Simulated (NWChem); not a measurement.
All runs are NWChem calculations. System: CH₂, charge 0, spin multiplicity 3, at a geometry optimised with UB3LYP/def2-SVP. The structure started from a generated list of species. Its SCF solution wasn't tested for a lower state. Level: UHF/def2-QZVP.

NWChem printed:

```
             Northwest Computational Chemistry Package (NWChem) 7.3.0
             --------------------------------------------------------

                                NWChem Input Module
                                -------------------

 Scaling coordinates for geometry "geometry" by  1.889725989
 (inverse scale =  0.529177249)

 Turning off AUTOSYM since
 SYMMETRY directive was detected!

                             Geometry "geometry" -> ""
                             -------------------------

 Output coordinates in angstroms (scale by  1.889725989 to convert to a.u.)

  No.       Tag          Charge          X              Y              Z
 ---- ---------------- ---------- -------------- -------------- --------------
    1 C                    6.0000     0.00000000     0.00000000    -0.10572800
    2 H                    1.0000     1.00558200     0.00000000     0.31718400
    3 H                    1.0000    -1.00558200     0.00000000     0.31718400

 Effective nuclear repulsion energy (a.u.)       6.0841501544

            Nuclear Dipole moment (a.u.)
            ----------------------------
        X                 Y               Z
 ---------------- ---------------- ----------------
     0.0000000000     0.0000000000     0.0000000000

      Symmetry information
      --------------------

 Group name             C2v
 Group number             16
 Group order               4
 No. of unique centers     2

      Symmetry unique atoms

     1    2


 Summary of "ao basis" -> "" (spherical)
 ------------------------------------------------------------------------------
       Tag                 Description            Shells   Functions and Types
 ---------------- ------------------------------  ------  ---------------------
 *                         def2-qzvp                  on all atoms

 Summary of "ao basis" -> "ao basis" (spherical)
 ------------------------------------------------------------------------------
       Tag                 Description            Shells   Functions and Types
 ---------------- ------------------------------  ------  ---------------------
 C                         def2-qzvp                17       57   7s4p3d2f1g
 H                         def2-qzvp                10       30   4s3p2d1f

                                 NWChem SCF Module
                                 -----------------

  ao basis        = "ao basis"
  functions       =   117
  atoms           =     3
  alpha electrons =     5
  beta  electrons =     3
  charge          =   0.00
  wavefunction    = UHF
  use symmetry    = T
  symmetry adapt  = T

 Summary of "ao basis" -> "ao basis" (spherical)
 ------------------------------------------------------------------------------
       Tag                 Description            Shells   Functions and Types
 ---------------- ------------------------------  ------  ---------------------
 C                         def2-qzvp                17       57   7s4p3d2f1g
 H                         def2-qzvp                10       30   4s3p2d1f

      Symmetry analysis of basis
      --------------------------

        a1         44
        a2         17
        b1         33
        b2         23

 Forming initial guess at       0.1s

   Symmetry analysis of molecular orbitals - initial alpha
   -------------------------------------------------------

  Numbering of irreducible representations:

     1 a1          2 a2          3 b1          4 b2

  Orbital symmetries:

     1 a1          2 a1          3 b1          4 a1          5 b2
     6 a1          7 b1          8 a1          9 b2         10 b1
    11 a1         12 a1         13 b1         14 a2         15 a1

   Symmetry analysis of molecular orbitals - initial beta
   ------------------------------------------------------

  Numbering of irreducible representations:

     1 a1          2 a2          3 b1          4 b2

  Orbital symmetries:

     1 a1          2 a1          3 b1          4 a1          5 b2
     6 a1          7 b1          8 b1          9 a1         10 b2
    11 a1         12 a1         13 b1         14 a2         15 a1

 Starting SCF solution at       0.1s

 ----------------------------------------------
[...]
   Bfn.  Coefficient  Atom+Function         Bfn.  Coefficient  Atom+Function
  ----- ------------  ---------------      ----- ------------  ---------------
    15      0.357050  1 C  py                12      0.354128  1 C  py
     9      0.313641  1 C  py                18      0.154416  1 C  py

 Vector    6  Occ=0.000000D+00  E= 1.158140D-01  Symmetry=a1
              MO Center= -1.4D-14,  1.8D-14,  1.8D-01, r^2= 6.9D+00
   Bfn.  Coefficient  Atom+Function         Bfn.  Coefficient  Atom+Function
  ----- ------------  ---------------      ----- ------------  ---------------
     7      2.221440  1 C  s                 61     -1.697764  2 H  s
    91     -1.697764  3 H  s                  6     -0.578011  1 C  s
    19      0.516614  1 C  pz                60      0.399989  2 H  s
    90      0.399989  3 H  s                  5      0.234149  1 C  s

 Vector    7  Occ=0.000000D+00  E= 1.676204D-01  Symmetry=b1
              MO Center= -1.3D-14,  1.5D-30,  9.0D-01, r^2= 6.9D+00
   Bfn.  Coefficient  Atom+Function         Bfn.  Coefficient  Atom+Function
  ----- ------------  ---------------      ----- ------------  ---------------
    61      3.590703  2 H  s                 91     -3.590703  3 H  s
    60     -2.376123  2 H  s                 90      2.376123  3 H  s
    17     -1.939883  1 C  px                14      1.623875  1 C  px
    68      0.530001  2 H  px                98      0.530001  3 H  px
    33     -0.505465  1 C  d  1              11      0.351064  1 C  px

 Vector    8  Occ=0.000000D+00  E= 2.103771D-01  Symmetry=a1
              MO Center= -5.6D-15, -4.1D-17, -1.3D-01, r^2= 6.3D+00
   Bfn.  Coefficient  Atom+Function         Bfn.  Coefficient  Atom+Function
  ----- ------------  ---------------      ----- ------------  ---------------
    19      1.574699  1 C  pz                16     -0.985599  1 C  pz
     7      0.308984  1 C  s                 60     -0.174321  2 H  s
    90     -0.174321  3 H  s                  5      0.171248  1 C  s

                     UHF Final Beta Molecular Orbital Analysis
                     -----------------------------------------

 Vector    2  Occ=1.000000D+00  E=-7.725876D-01  Symmetry=a1
              MO Center=  1.0D-14,  2.4D-15,  1.7D-01, r^2= 1.0D+00
   Bfn.  Coefficient  Atom+Function         Bfn.  Coefficient  Atom+Function
  ----- ------------  ---------------      ----- ------------  ---------------
     6      0.352590  1 C  s                  5      0.219040  1 C  s

 Vector    3  Occ=1.000000D+00  E=-5.843326D-01  Symmetry=b1
              MO Center= -8.7D-15,  3.1D-17,  1.3D-01, r^2= 1.3D+00
   Bfn.  Coefficient  Atom+Function         Bfn.  Coefficient  Atom+Function
  ----- ------------  ---------------      ----- ------------  ---------------
     8      0.216048  1 C  px                60      0.215174  2 H  s
    90     -0.215174  3 H  s                 11      0.211795  1 C  px
    59      0.170268  2 H  s                 89     -0.170268  3 H  s

 Vector    4  Occ=0.000000D+00  E= 8.792913D-02  Symmetry=a1
              MO Center= -7.1D-16,  2.2D-16, -4.9D-01, r^2= 3.4D+00
   Bfn.  Coefficient  Atom+Function         Bfn.  Coefficient  Atom+Function
  ----- ------------  ---------------      ----- ------------  ---------------
    19      0.849303  1 C  pz                 6     -0.503630  1 C  s
     7     -0.450213  1 C  s                 60      0.387319  2 H  s
    90      0.387319  3 H  s                 16     -0.254281  1 C  pz
    13      0.164153  1 C  pz

 Vector    5  Occ=0.000000D+00  E= 1.026888D-01  Symmetry=b2
              MO Center= -4.1D-15, -1.6D-14, -6.2D-02, r^2= 3.8D+00
   Bfn.  Coefficient  Atom+Function         Bfn.  Coefficient  Atom+Function
  ----- ------------  ---------------      ----- ------------  ---------------
    18      0.920482  1 C  py                12      0.209759  1 C  py

 Vector    6  Occ=0.000000D+00  E= 1.282665D-01  Symmetry=a1
              MO Center= -1.1D-16, -2.8D-14,  3.5D-01, r^2= 7.0D+00
   Bfn.  Coefficient  Atom+Function         Bfn.  Coefficient  Atom+Function
  ----- ------------  ---------------      ----- ------------  ---------------
     7      2.539083  1 C  s                 61     -1.790955  2 H  s
    91     -1.790955  3 H  s                  6     -0.584591  1 C  s
    19      0.451704  1 C  pz                60      0.347829  2 H  s
    90      0.347829  3 H  s                  5      0.218230  1 C  s

 center of mass
 --------------
 x =   0.00000000 y =   0.00000000 z =  -0.08486237

 moments of inertia (a.u.)
 ------------------
           1.102251791463           0.000000000000           0.000000000000
           0.000000000000           8.380850500932           0.000000000000
           0.000000000000           0.000000000000           7.278598709469

  Mulliken analysis of the total density
  --------------------------------------

    Atom       Charge   Shell Charges
 -----------   ------   -------------------------------------------------------
    1 C    6     6.25   1.03  0.00  0.70  0.24  0.36  0.80  0.25  0.70  1.07  0.87  0.21  0.00  0.01  0.01  0.00  0.00  0.00
    2 H    1     0.88   0.12  0.34  0.34  0.04  0.00  0.01  0.02  0.00  0.00  0.00
    3 H    1     0.88   0.12  0.34  0.34  0.04  0.00  0.01  0.02  0.00  0.00  0.00

  Mulliken analysis of the alpha density
  --------------------------------------

    Atom       Charge   Shell Charges
 -----------   ------   -------------------------------------------------------
    1 C    6     4.22   0.52  0.00  0.35  0.11  0.21  0.49  0.15  0.57  0.87  0.76  0.19  0.00  0.00  0.01  0.00  0.00  0.00
    2 H    1     0.39   0.06  0.15  0.14  0.01  0.00  0.01  0.02  0.00  0.00  0.00
    3 H    1     0.39   0.06  0.15  0.14  0.01  0.00  0.01  0.02  0.00  0.00  0.00

   Mulliken analysis of the beta density
   -------------------------------------

    Atom       Charge   Shell Charges
 -----------   ------   -------------------------------------------------------
    1 C    6     2.03   0.51  0.00  0.35  0.12  0.15  0.31  0.09  0.13  0.20  0.11  0.02  0.00  0.01  0.01  0.00  0.00  0.00
    2 H    1     0.49   0.06  0.18  0.21  0.02  0.00  0.00  0.00  0.00  0.00  0.00
    3 H    1     0.49   0.06  0.18  0.21  0.02  0.00  0.00  0.00  0.00  0.00  0.00

   Mulliken analysis of the spin density
   -------------------------------------

    Atom       Charge   Shell Charges
 -----------   ------   -------------------------------------------------------
    1 C    6     2.19   0.00  0.00 -0.00 -0.01  0.06  0.18  0.06  0.43  0.66  0.65  0.17 -0.00 -0.01 -0.00 -0.00 -0.00  0.00
    2 H    1    -0.10  -0.01 -0.03 -0.07 -0.01  0.00  0.00  0.01  0.00  0.00  0.00
    3 H    1    -0.10  -0.01 -0.03 -0.07 -0.01  0.00  0.00  0.01  0.00  0.00  0.00

       Multipole analysis of the density wrt the origin
       ------------------------------------------------

     L   x y z        total         alpha         beta         nuclear
     -   - - -        -----         -----         ----         -------
     0   0 0 0     -0.000000     -5.000000     -3.000000      8.000000

     1   1 0 0      0.000000      0.000000     -0.000000      0.000000
     1   0 1 0     -0.000000     -0.000000     -0.000000      0.000000
     1   0 0 1      0.226353      0.597255     -0.370902      0.000000

     2   2 0 0     -4.349048     -6.304783     -5.266351      7.222086
     2   1 1 0     -0.000000     -0.000000     -0.000000      0.000000
     2   1 0 1     -0.000000     -0.000000      0.000000      0.000000
     2   0 2 0     -6.102254     -4.686880     -1.415374      0.000000
     2   0 1 1     -0.000000     -0.000000      0.000000      0.000000
     2   0 0 2     -5.728968     -4.989050     -1.697969      0.958052

 Task  times  cpu:        3.1s     wall:        3.1s

 Total times  cpu:        3.2s     wall:        3.2s
```

**Question.** Write an NWChem input that would produce this output.

**Answer.** This is not unique; one that fits is 
```
start mol
memory heap 200 mb stack 900 mb global 1100 mb
geometry units angstroms nocenter noautoz
  C      0.000000     0.000000    -0.105728
  H      1.005582     0.000000     0.317184
  H     -1.005582     0.000000     0.317184
  symmetry group C2v
end
basis spherical
  * library def2-qzvp
end
scf
  uhf
  nopen 2
  maxiter 100
  thresh 1e-7
  semidirect memsize 60000000 filesize 0
  # guess.movecs holds the orbitals of an unrestricted PBE0 run
  vectors input guess.movecs output mol.movecs
end
task scf energy
```
